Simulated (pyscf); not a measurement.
Structures and frequencies: ωB97X-D3(BJ)/def2-SVP in PySCF.

What is the homolytic dissociation enthalpy (298 K, ωB97M-D3(BJ)/def2-TZVP) of the Cl–Ge bond of Cl–Ge(Cl)(Cl)–Cl, to Cl• + Cl–Ge•(Cl)–Cl?

Cl–Ge to Cl• + Cl–Ge•(Cl)–Cl: 377.4 kJ/mol. The 7 functionals that were run give +357.9 (B3LYP-D3(BJ)) to +396.1 kJ/mol (ωB97X-D3(BJ)). Left out: the spin-orbit lowering of Cl. Elements up to Kr have no core potential and no relativistic terms here.
